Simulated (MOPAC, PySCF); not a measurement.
C2H6, SMILES `CC`, neutral singlet in the gas phase. 

Cartesian coordinates (Å):
SMILES: CC
```xyz
8

C     -0.7629     0.0001    -0.0235
C      0.7629    -0.0001     0.0235
H     -1.1321    -0.4777    -0.9332
H     -1.1605     1.0168    -0.0006
H     -1.1863    -0.5384     0.8267
H      1.1863     0.5384    -0.8267
H      1.1605    -1.0168     0.0006
H      1.1321     0.4777     0.9332
```
Charge 0, multiplicity 1.

All levels are single points at this geometry (B3LYP-D3(BJ)/def2-TZVP); Pople sets use spherical d functions. Orbital energies aren't observables, and empty levels follow the basis.

HF/6-31G* in PySCF gives HOMO (eV) = -13.23.

Estimate the HOMO (eV) from each of these levels: B3LYP-D3(BJ)/def2-TZVP in PySCF; PBE-D3(BJ)/def2-TZVP in PySCF; B3LYP/3-21G in PySCF; BP86/6-31G* in PySCF; M06-2X/6-31G* in PySCF; PBE/6-31G* in PySCF; SVWN5/6-31G* in PySCF; HF/3-21G in PySCF; HF/STO-3G in PySCF; PM3 in MOPAC; PM6 in MOPAC; PM7 in MOPAC.


```
level                            HOMO (eV)
-------------------------------  ---------
B3LYP-D3(BJ)/def2-TZVP in PySCF      -9.41
PBE-D3(BJ)/def2-TZVP in PySCF        -8.14
B3LYP/3-21G in PySCF                 -9.22
BP86/6-31G* in PySCF                 -8.09
M06-2X/6-31G* in PySCF              -10.89
PBE/6-31G* in PySCF                  -7.97
SVWN5/6-31G* in PySCF                -7.93
HF/3-21G in PySCF                   -13.13
HF/STO-3G in PySCF                  -12.42
PM3 in MOPAC                        -12.06
PM6 in MOPAC                        -11.97
PM7 in MOPAC                        -12.00
```
